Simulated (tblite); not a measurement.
Compound: C₄H₁₀P₂.
Structure used (GFN2-xTB), in Å, numbered top down from 1:
```
atom  x, y, z in Å
C1    -0.701   -0.265    1.353
C2    -0.461    0.211   -0.083
C3    -1.781    0.579   -0.757
C4     0.239   -0.863   -0.850
P5     1.879   -1.076   -1.112
P6     2.725    0.684   -0.160
H7    -1.339   -1.147    1.360
H8    -1.182    0.519    1.933
H9     0.245   -0.519    1.829
H10    0.183    1.101   -0.041
H11   -2.268    1.386   -0.214
H12   -2.452   -0.278   -0.775
H13   -1.608    0.905   -1.780
H14   -0.405   -1.642   -1.241
H15    2.899    0.064    1.079
H16    4.019    0.351   -0.552
```

Computed values, GFN2-xTB/tblite, gas phase, harmonic and unscaled. This tight-binding method is rough: wavenumbers can miss measured ones by several per cent, in bad cases by 10 to 20. Modes of hydrogen on phosphorus can be 10 to 20 % off. One conformer, not necessarily the lowest.

Harmonic wavenumbers (cm⁻¹): 33.6, 100.7, 139.5, 154.1, 204.2, 227.2, 314.9, 324.2, 410.4, 462.5, 499.2, 674.0, 768.7, 777.3, 848.6, 943.6, 947.9, 982.2, 1068.9, 1123.4, 1134.1, 1158.0, 1191.8, 1256.6, 1285.0, 1366.5, 1399.9, 1415.5, 1490.2, 1490.8, 1499.6, 1503.4, 2235.1, 2313.0, 2878.5, 3020.8, 3023.4, 3026.4, 3030.4, 3031.8, 3035.7, 3039.0.

A = 3496, B = 1319, C = 1166 MHz; mass 120.026 u (most abundant isotopes); point group C1, symmetry number 1.

Q: Zero-point energy?

A: ½Σν̃ = 27915 cm⁻¹ = 333.94 kJ/mol.

Q: Entropy at 200 K, 1 bar (ideal gas, RRHO, classical rotation)?

A: Translation 160.27, rotation 114.19, vibration 70.26: S = 344.7 J/(mol K).

Q: And Cp and H(200 K) − H(0)?

A: Cp = 106.71 J/(mol K), of which vibrations give 73.45 (their classical limit is 42 R = 349.2); H(200 K) − H(0) = 14.24 kJ/mol without the zero-point energy, 7.58 from vibrations.

Q: What must be added to the electronic energy to get the Gibbs energy at 200 K and 1 bar?

A: ZPE + [H(200 K) − H(0)] − T·S = 333.94 + 14.24 − 68.94 = 279.24 kJ/mol.

Q: Blend soft modes into free rotors: weight 1/[1 + (100 cm⁻¹/ν̃)⁴] for the oscillator and the rest for a rotor with moment μB/(μ + B), μ = h/(8π²ν), B = 10⁻⁴⁴ kg m². What vibrational entropy results?

A: 64.91 J/(mol K) in place of 70.26, which changes −T·S at 200 K by +1.07 kJ/mol.

Q: How do the functions run with temperature in this model?

A: 
```csv
T (K),S (J/(mol K)),Cp (J/(mol K)),H − H(0) (kJ/mol),G − H(0) (kJ/mol),ln q(vib)
150,316.4,90.9,9.29,-38.17,2.74
250,370.2,122.5,19.96,-72.59,5.02
298.15,393.1,138.0,26.23,-90.97,6.09
400,438.2,170.1,41.94,-133.34,8.31
600,517.5,221.7,81.40,-229.10,12.52
900,618.0,273.4,156.27,-399.91,18.42
```

q(vib) and H(0) count from the zero-point level.

Q: Which modes carry the vibrational entropy at 200 K?

A: 33.6 cm⁻¹: 20.14; 100.7 cm⁻¹: 11.17; 139.5 cm⁻¹: 8.63; 154.1 cm⁻¹: 7.87; 204.2 cm⁻¹: 5.83; 227.2 cm⁻¹: 5.10 J/(mol K); the other 36 give 11.53 together.

Hindered rotation and anharmonicity are outside this model. Other conformers, if any are populated, would add a mixing term that is left out. The structure is chiral; the term R ln 2 for an equal mix with its mirror image is left out.
